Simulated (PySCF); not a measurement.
## Heteronuclear NMR

Cartesian coordinates in Å; atom numbers follow the order of the lines, from 1:
```xyz
5

F     0.382    1.114   -0.588
C     0.002    0.001   -0.003
F    -0.515   -0.810   -0.899
F     1.039   -0.575    0.561
F    -0.900    0.273    0.913
```

All values are calculated (PySCF): coordinates at the GFN2-xTB level, B3LYP/pcJ-1 coupling constants, NMR shieldings at PBE0/pcSseg-1/GIAO. No solvent model, one averaged value for each set of equivalent atoms, a single conformation, relativity neglected.

Where does ¹⁹F resonate?

## Answers


```csv
atoms,environment,σ (ppm),δ (ppm)
F1/F3/F4/F5,fluorine of CF4,250.8,-65.7
```

Shieldings were converted by a linear fit to measured shifts: ¹⁹F (scatter 6.0 ppm rms, 7.0 ppm with the 5 outliers that the fit left out vs CFCl3, solution or neat liquid, with a term for F on sp3 carbon). A few per cent of atoms miss by over 2 rms, more outside the fitted compound classes. Couplings are scaled by factors fitted to measured values: ¹J(C,F) × 0.77 (rms 8.7 Hz); all others are unscaled and can be 10–30 % off.

Couplings (the largest are listed; each averaged over equivalent pairs): ¹J(F1,C2) = -265.9 Hz, ²J(F1,F3) = -33.7 Hz.

On a 300 MHz spectrometer ¹⁹F resonates near 282.3 MHz, so 1 ppm is 282.3 Hz.
